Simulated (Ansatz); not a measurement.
System: hcp Tl. Method: r²SCAN-D4 (plane waves, PAW; Ansatz, an electronic-structure program).

Run with plane-wave cutoff 560 eV, 18×18×10 k mesh (along the axes of the cell as run), Fermi–Dirac smearing 0.05 eV, scalar-relativistic PAW data made under PBE.

Properties against volume:

Shape and atoms are relaxed at each volume.

```json
[
 {"V (Å³/atom)": "28.437", "P (GPa)": "1.52", "c (Å)": "5.492", "a (Å)": "3.458"},
 {"V (Å³/atom)": "29.030", "P (GPa)": "0.71", "c (Å)": "5.520", "a (Å)": "3.485"},
 {"V (Å³/atom)": "29.622", "P (GPa)": "0.00", "c (Å)": "5.547", "a (Å)": "3.512"},
 {"V (Å³/atom)": "30.215", "P (GPa)": "-0.63", "c (Å)": "5.572", "a (Å)": "3.539"},
 {"V (Å³/atom)": "30.807", "P (GPa)": "-1.18", "c (Å)": "5.597", "a (Å)": "3.565"}
]
```

Note: the bulk modulus comes from volumes at which shape and atoms were relaxed.
